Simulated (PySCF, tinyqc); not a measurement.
Worked calculation: MP2 on RHF in the sto-3g basis, for CH+, spin multiplicity 1. The lowest restricted solution is unstable here: a spin-polarised one lies 0.0081 hartree lower (PySCF). One step of it, computed by the program tinyqc.

Task: Integrals over molecular orbitals. (pq|rs) = sum C_ip C_jq C_kr C_ls (ij|kl), one index at a time.

coefficients C:
```
              MO1        MO2        MO3       MO4        MO5        MO6
1C 1s    0.994491  -0.255229   0.093580  0.000000   0.000000   0.076547
1C 2s    0.021720   0.931096  -0.399462  0.000000   0.000000  -0.385826
1C 2px   0.000000   0.000000   0.000000  0.290606   0.956843   0.000000
1C 2py   0.000000   0.000000   0.000000  0.956843  -0.290606   0.000000
1C 2pz   0.002457   0.131937   0.739485  0.000000   0.000000  -0.746054
2H 1s   -0.003677   0.207346   0.443932  0.000000   0.000000   0.992384
```

core Hamiltonian H = T + V (hartree):
```
             1C 1s      1C 2s     1C 2px     1C 2py     1C 2pz      2H 1s
1C 1s   -18.115347  -4.365971   0.000000   0.000000  -0.008991  -0.439638
1C 2s    -4.365971  -5.069890   0.000000   0.000000  -0.102339  -1.197476
1C 2px    0.000000   0.000000  -4.001829   0.000000   0.000000   0.000000
1C 2py    0.000000   0.000000   0.000000  -4.001829   0.000000   0.000000
1C 2pz   -0.008991  -0.102339   0.000000   0.000000  -4.064131  -1.133608
2H 1s    -0.439638  -1.197476   0.000000   0.000000  -1.133608  -2.580209
```

Two-electron integrals (ij|kl) in chemists' order, unique and non-zero (hartree):
```
(11|11) 3.541948   (21|11) 0.576921   (21|21) 0.111888   (22|11) 0.854682
(22|21) 0.205284   (22|22) 0.624709   (31|31) 0.020296   (32|31) 0.030858
(32|32) 0.137996   (33|11) 0.852436   (33|21) 0.205335   (33|22) 0.624568
(33|33) 0.672833   (41|41) 0.020296   (42|41) 0.030858   (42|42) 0.137996
(43|43) 0.036269   (44|11) 0.852436   (44|21) 0.205335   (44|22) 0.624568
(44|33) 0.600295   (44|44) 0.672833   (51|51) 0.020296   (52|51) 0.030858
(52|52) 0.137996   (53|53) 0.036269   (54|54) 0.036269   (55|11) 0.852436
(55|21) 0.205335   (55|22) 0.624568   (55|33) 0.600295   (55|44) 0.600295
(55|55) 0.672833   (61|11) 0.057630   (61|21) 0.011116   (61|22) 0.020389
(61|33) 0.020329   (61|44) 0.020329   (61|51) 0.000635   (61|52) 0.001203
(61|55) 0.020516   (61|61) 0.001126   (62|11) 0.169496   (62|21) 0.041410
(62|22) 0.143041   (62|33) 0.139395   (62|44) 0.139395   (62|51) 0.003870
(62|52) 0.029349   (62|55) 0.150186   (62|61) 0.004289   (62|62) 0.047509
(63|31) 0.003770   (63|32) 0.021136   (63|53) 0.005393   (63|63) 0.005091
(64|41) 0.003770   (64|42) 0.021136   (64|54) 0.005393   (64|64) 0.005091
(65|11) 0.158727   (65|21) 0.039222   (65|22) 0.143630   (65|33) 0.136727
(65|44) 0.136727   (65|51) 0.006829   (65|52) 0.047520   (65|55) 0.157266
(65|61) 0.004203   (65|62) 0.056415   (65|65) 0.070860   (66|11) 0.352159
(66|21) 0.087388   (66|22) 0.345049   (66|33) 0.328938   (66|44) 0.328938
(66|51) 0.008655   (66|52) 0.091620   (66|55) 0.376786   (66|61) 0.009098
(66|62) 0.157459   (66|65) 0.205118   (66|66) 0.774606
```

Give: one-electron integrals over orbitals h = C^T H C; Two-electron integrals over orbitals.

Result:

one-electron integrals over orbitals h = C^T H C (hartree):
```
          1        2        3        4        5        6
1  -18.1040   0.3836  -0.1331   0.0000   0.0000  -0.1104
2    0.3836  -4.1843   0.2006   0.0000   0.0000   0.4984
3   -0.1331   0.2006  -3.6690   0.0000   0.0000   0.6518
4    0.0000   0.0000   0.0000  -4.0018   0.0000   0.0000
5    0.0000   0.0000   0.0000   0.0000  -4.0018   0.0000
6   -0.1104   0.4984   0.6518   0.0000   0.0000  -2.9352
```

Two-electron integrals over orbitals (pq|rs), unique and non-zero (hartree):
```
(11|11) 3.5140    (21|11) -0.3364   (21|21) 0.0514    (22|11) 0.7950
(22|21) -0.0129   (22|22) 0.5770    (31|11) 0.1215    (31|21) -0.0162
(31|22) 0.0123    (31|31) 0.0189    (32|11) -0.0933   (32|21) 0.0073
(32|22) 0.0075    (32|31) 0.0150    (32|32) 0.1100    (33|11) 0.7084
(33|21) -0.0096   (33|22) 0.5187    (33|31) -0.0057   (33|32) -0.0377
(33|33) 0.5575    (41|41) 0.0214    (42|41) 0.0269    (42|42) 0.1152
(43|41) -0.0096   (43|42) -0.0342   (43|43) 0.0371    (44|11) 0.8521
(44|21) -0.0104   (44|22) 0.5831    (44|31) 0.0036    (44|32) -0.0519
(44|33) 0.5269    (44|44) 0.6728    (51|51) 0.0214    (52|51) 0.0269
(52|52) 0.1152    (53|51) -0.0096   (53|52) -0.0342   (53|53) 0.0371
(54|54) 0.0363    (55|11) 0.8521    (55|21) -0.0104   (55|22) 0.5831
(55|31) 0.0036    (55|32) -0.0519   (55|33) 0.5269    (55|44) 0.6003
(55|55) 0.6728    (61|11) 0.1001    (61|21) -0.0174   (61|22) -0.0023
(61|31) -0.0060   (61|32) -0.0163   (61|33) 0.0102    (61|44) 0.0029
(61|55) 0.0029    (61|61) 0.0155    (62|11) -0.1640   (62|21) 0.0029
(62|22) -0.0825   (62|31) -0.0135   (62|32) -0.0115   (62|33) -0.0134
(62|44) -0.0880   (62|55) -0.0880   (62|61) 0.0091    (62|62) 0.0760
(63|11) -0.2214   (63|21) 0.0047    (63|22) -0.0784   (63|31) 0.0026
(63|32) 0.0785    (63|33) -0.0699   (63|44) -0.1191   (63|55) -0.1191
(63|61) -0.0050   (63|62) 0.0619    (63|63) 0.1430    (64|41) -0.0073
(64|42) -0.0304   (64|43) -0.0078   (64|64) 0.0204    (65|51) -0.0073
(65|52) -0.0304   (65|53) -0.0078   (65|65) 0.0204    (66|11) 0.5789
(66|21) -0.0047   (66|22) 0.4878    (66|31) 0.0116    (66|32) 0.0858
(66|33) 0.4892    (66|44) 0.4378    (66|55) 0.4378    (66|61) -0.0070
(66|62) 0.0059    (66|63) 0.0728    (66|66) 0.6182
```
